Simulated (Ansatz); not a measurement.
# AlH: the cost of one run

Program: Ansatz 0.2.0. Level of theory: DFT B3LYP, Gaussian basis aug-cc-pV(T+d)Z, and further levels as typed in the inputs. These are calculated values, not measurements.

### Step 1. The starting structure

Bond lengths: Al1–H2 1.650 Å.

Coordinates:

```xyz
2

Al    0.0000    0.0000    0.0000
H     0.0000    0.0000    1.6500
```

### Step 2. Batch of points: AlH

Contents of input.yaml:

```yaml
basis:
  gaussian: { orbitals: "aug-cc-pV(T+d)Z.json" }
hamiltonian:
  xc: { name: B3LYP }
batch:
  members: [s0.yaml, s1.yaml, s2.yaml, s3.yaml, s4.yaml, s5.yaml, ...]
# s1.yaml, one of 19 members:
crystal:
  periodic: [false, false, false]
  atoms:
    - { symbol: Al, position_ang: [0.0, 0.0, 0.0] }
    - { symbol: H, position_ang: [0.0, 0.0, 1.25] }
```

Q: Estimate wall time and peak memory on 4 threads of Arm Neoverse V2, shared host.

About 3.3 s, with a peak of 0.2 GiB.
